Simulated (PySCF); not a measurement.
Compound: C3H2FOP.
Numbering: `[F:1][c:2]1[cH:3][p:4][cH:5][o:6]1` (hydrogens: H7 on C3; H8 on C5)

Structure used (PBE0-D3(BJ)/def2-SVP), in Å, numbered top down from 1:
```
atom  x, y, z in Å
F1    -1.1084    1.6575    1.7821
C2    -0.4834    0.6765    1.1892
C3    -0.7893   -0.6407    1.1391
P4     0.4440   -1.4954    0.1749
C5     1.2180    0.0090   -0.0428
O6     0.6138    1.0634    0.5491
H7    -1.6621   -1.0723    1.6257
H8     2.1263    0.2747   -0.5824
```

Level of theory: EOM-IP-CCSD/aug-cc-pVDZ in PySCF, restricted Hartree–Fock reference, 10 core orbitals frozen, non-relativistic, gas phase, PBE0-D3(BJ)/def2-SVP geometry.

Hartree–Fock orbital energies give these Koopmans values (eV): HOMO 9.01, HOMO-1 10.90, HOMO-2 11.58, HOMO-3 14.22, HOMO-4 16.33, HOMO-5 17.71, HOMO-6 18.34, HOMO-7 19.00.

What vertical ionisation energies does EOM-IP-CCSD give?

```
leading hole (HF orbital)  Koopmans (eV)  EOM-IP-CCSD (eV)  change (eV)  one-hole share
                     HOMO           9.01              9.10        +0.09            0.96
                   HOMO-1          10.90             10.36        -0.54            0.95
                   HOMO-2          11.58             10.78        -0.80            0.94
                   HOMO-3          14.22             12.93        -1.29            0.95
                   HOMO-4          16.33             14.45        -1.88            0.94
                   HOMO-5          17.71             15.05        -2.66            0.88
                   HOMO-6          18.34             15.82        -2.52            0.93
                   HOMO-7          19.00             16.73        -2.27            0.92
```

Does the order of the lines follow the orbital energies?

Yes, no two lines change places. The corrections run from -2.66 to +0.09 eV, with a mean of -1.48 eV over the 8 lines; EOM-IP-CCSD lies above the Koopmans value for HOMO. Koopmans values leave out both the relaxation of the orbitals and the change in correlation energy.

At what kinetic energies would He I light (21.22 eV) eject these electrons?

12.12 eV (HOMO), 10.86 eV (HOMO-1), 10.44 eV (HOMO-2), 8.29 eV (HOMO-3), 6.77 eV (HOMO-4), 6.17 eV (HOMO-5), 5.40 eV (HOMO-6), 4.49 eV (HOMO-7).

One root was sought for each valence orbital with −ε under 21 eV, eight at most, so deeper holes and satellites are missing; no vibrational structure.
